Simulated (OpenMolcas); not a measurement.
SiH3 (silyl radical): entropy by statistical mechanics

A doublet with charge 0, relaxed at UHF/cc-pVTZ (OpenMolcas 26.06):

```xyz
4

Si    0.3008   -0.0275   -0.1679
H     0.5517    0.6604    1.1169
H    -0.2254   -1.3904    0.0613
H    -0.6271    0.7575   -1.0103
```

Harmonic wavenumbers in cm⁻¹: 881, 1007, 1008, 2299, 2315, 2316.

Masses in u: Si 28.085, H 1.008. Take T = 298.15 K, p = 1 bar, R = 8.3145 J/(mol K), kT/hc = 207.22 cm⁻¹, rigid rotor and harmonic oscillator.

**Question.** Compute the standard molar entropy.

**Answer.** 
1. Translation (Sackur–Tetrode): S = R[3/2 ln M + 5/2 ln T − 1.1517] with M = 31.109 gives 151.7 J/(mol K).
2. Rotation: principal moments 3.565, 3.565, 5.971 u Å² give A, B, C = 4.7288, 4.7281, 2.8232 cm⁻¹; the symmetry number is σ = 3; q = (√π/σ)√((kT/hc)³/ABC) = 222; S = R(ln q + 3/2) = 57.4.
3. Vibration: with u = ν̃/207.22, each mode gives R[u/(eᵘ − 1) − ln(1 − e⁻ᵘ)]; the sum is 1.4, most from 881 cm⁻¹ (0.6), 1007 cm⁻¹ (0.4), 1008 cm⁻¹ (0.4).
4. Spin: R ln 2 = 5.8.
5. Sum: 151.7 + 57.4 + 1.4 + 5.8 = 216.3 J/(mol K).

No measured value is set beside it here. Unscaled Hartree–Fock wavenumbers run high. Any orbital degeneracy of the open shell is left out.
